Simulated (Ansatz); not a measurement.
# Rhenium, hcp under r²SCAN: convergence with the Gaussian smearing

How small must the Gaussian smearing width be for energy and pressure to settle? The geometry was relaxed under r²SCAN beforehand and stays fixed; 7 values are run, from 0.01 to 1.0 eV. Wanted are the values from which on the energy stays within 10 and 1 meV/atom, and the pressure within 0.5 GPa, of the narrowest run. Within the series other settings stay. Spin polarisation is left out.

Method: DFT r²SCAN, plane waves with PAW, scalar-relativistic, in Ansatz 0.2.0.

### Step 1. Starting point

It takes space group P6_3/mmc (No. 194, hexagonal). Conventional cell: a = 2.760 Å, b = 2.760 Å, c = 4.457 Å, α = 90.00°, β = 90.00°, γ = 120.00°. Re (site symmetry -6m2) has 12 Re at 2.74 to 2.76 Å as nearest neighbours.

Structure file:

```xyz
2
Lattice="2.7598 0.0000 0.0000 -1.3799 2.3901 0.0000 0.0000 0.0000 4.4572" Properties=species:S:1:pos:R:3 pbc="T T T"
Re    0.0000    1.5934    1.1143
Re    1.3799    0.7967    3.3429
```

### Step 2. Width 0.01 eV

The run at 0.01 eV.

Input file input.yaml:

```yaml
crystal:
  lattice:
    - [2.7598270443, 0.0, 0.0]
    - [-1.3799135221, 2.3900803304, 0.0]
    - [0.0, 0.0, 4.4572270891]
  atoms:
    - { symbol: Re, position: [0.3333333333, 0.6666666667, 0.25] }
    - { symbol: Re, position: [0.6666666667, 0.3333333333, 0.75] }
hamiltonian:
  xc: r2scan
  pseudopotentials:
    kind: paw
    azcp:
      Re: "pseudopotentials/Re.paw.azcp"
basis:
  ecutwfc: 500
  fft_grid_basis: typed
kpoints:
  mp_grid: { grid: [13, 13, 7], shift: [0, 0, 0] }
magnetization:
  spin_polarized: false
scf:
  occupations: { method: gaussian, width: 0.01 }
  lower_state_search: "off"
output:
  stress: true
```

On the command line:

```
$ ansatz run input.yaml --threads 2 --pin off --max-ram 5120MiB --backend cpu --events-out ev --progress --plain --runs-dir out
```

### Step 3. Width 0.03 eV

The run at 0.03 eV.

input.yaml, as its differences from that of step 2:

```diff
@@ -22,3 +22,3 @@
 scf:
-  occupations: { method: gaussian, width: 0.01 }
+  occupations: { method: gaussian, width: 0.03 }
   lower_state_search: "off"
```

### Step 4. Width 0.1 eV

The run at 0.1 eV.

input.yaml, as its differences from that of step 3:

```diff
@@ -22,3 +22,3 @@
 scf:
-  occupations: { method: gaussian, width: 0.03 }
+  occupations: { method: gaussian, width: 0.1 }
   lower_state_search: "off"
```

### Step 5. Width 0.2 eV

The run at 0.2 eV.

input.yaml, as its differences from that of step 4:

```diff
@@ -22,3 +22,3 @@
 scf:
-  occupations: { method: gaussian, width: 0.1 }
+  occupations: { method: gaussian, width: 0.2 }
   lower_state_search: "off"
```

### Step 6. Width 0.3 eV

The run at 0.3 eV.

input.yaml, as its differences from that of step 5:

```diff
@@ -22,3 +22,3 @@
 scf:
-  occupations: { method: gaussian, width: 0.2 }
+  occupations: { method: gaussian, width: 0.3 }
   lower_state_search: "off"
```

### Step 7. Width 0.6 eV

The run at 0.6 eV.

input.yaml, as its differences from that of step 6:

```diff
@@ -22,3 +22,3 @@
 scf:
-  occupations: { method: gaussian, width: 0.3 }
+  occupations: { method: gaussian, width: 0.6 }
   lower_state_search: "off"
```

### Step 8. Width 1.0 eV

The run at 1.0 eV.

input.yaml, as its differences from that of step 7:

```diff
@@ -22,3 +22,3 @@
 scf:
-  occupations: { method: gaussian, width: 0.6 }
+  occupations: { method: gaussian, width: 1.0 }
   lower_state_search: "off"
```

(Steps that only read results are left out.)

Q: Predict the outcome of this session.

As calculated:

| quantity | value |
| --- | --- |
| E(σ → 0) stays within 10 meV/atom of 0.01 eV | up to 1.0 eV |
| E(σ → 0) stays within 1 meV/atom | up to 0.3 eV |
| pressure stays within 0.5 GPa | up to 0.3 eV |
| pressure at 0.01 eV | -0.23 GPa |
| energy of a separate run on a finer mesh (21×21×12) | -0.2 meV/atom from 0.01 eV |

**Reading.** The far end, 1.0 eV, lies +3.6 meV/atom and +2.8 GPa from the yardstick. Over the range F shifts by -203.9 meV/atom, while E(σ → 0) shifts by +3.6. With this scheme F falls about as the square of the width. The mesh (13×13×7) is fixed, so the narrowest widths carry a k-point error of their own. A run on a finer mesh agrees with the yardstick to 1 meV/atom.
